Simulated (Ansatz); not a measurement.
Voigt–Reuss–Hill bulk modulus (GPa) of solids drawn from the class of elemental solids other than molecular ones, at two levels: PBE in Ansatz (plane waves, PAW), and LDA in Ansatz (PAW).

```
solid              PBE   LDA  shift (%)
----------------  ----  ----  ---------
hcp Zn            67.0  95.1        +42
hcp Hf             107   120      +12.1
hcp Ti             112   127      +13.4
hcp Re             364   405      +11.3
hcp Tl            26.2  42.6        +63
hcp Be             123   131       +6.5
double-hcp La     24.9  29.6      +18.9
white tin (β-Sn)  47.4  59.6        +26
```

The shifts run from +6.5 % to +63 %, with a median of +16.1 %.

Over all 8 rows LDA is the larger in 8.

Ansatz's runs of these crystals have no spin polarisation.

Spin–orbit coupling is left out, also for the solids with elements from indium on (hcp Hf, hcp Re, hcp Tl, double-hcp La, white tin (β-Sn)); its size isn't shown.

Each level is taken at its own relaxed cell. Ansatz's density-functional and Hartree–Fock values are scalar-relativistic unless marked +SOC, with PAW data made under PBE.

Ansatz is an electronic-structure program.
